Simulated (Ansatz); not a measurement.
Gas-phase electronic energies from Ansatz, PBE0-D4/def2-TZVP geometries. CBS: MP2 limit from def2 TZ/QZ plus the TZ coupled-cluster correction, frozen cores. Functionals use def2-TZVPP. HSE06 is defined as in plane-wave codes. One conformer a species, not always the lowest.

Consider the isomerisation: `CC(C)(C)C(=O)O` → `CCC(C)C(=O)O`.

```csv
level,ΔE (kcal/mol),difference from CCSD(T)/CBS
revPBE-D4,1.3,-0.5
HSE06-D4,0.9,-0.9
revPBE,-0.4,-2.2
BHLYP,0.4,-1.4
CAM-B3LYP,0.7,-1.1
LC-ωPBE,0.9,-0.9
MP2/def2-SVP,2.7,0.9
CCSD(T)/def2-TZVPP,1.9,0.1
MP2/def2-QZVPP,2.3,0.5
HF/CBS(def2),-0.2,-2.0
CCSD(T)/CBS,1.8,0
```

Largest T1 diagnostic among the species: 0.013.

The D4 term adds +0.8 kcal/mol with B3LYP and +0.4 kcal/mol with PBE0; it sums over pairs of atoms, weighted by their polarisabilities, and B3LYP, whose exchange is more repulsive, gets the larger term. Leaving LDA and LC-ωPBE aside and taking each functional with its dispersion term where it has one, the values, not all of them listed here, spread over 0.8 kcal/mol, from B3LYP-D4 to B97M-V. LDA lies +1.7 kcal/mol from PBE without D4.

B3LYP here is the variant with VWN-RPA as its local correlation; programs differ in this.
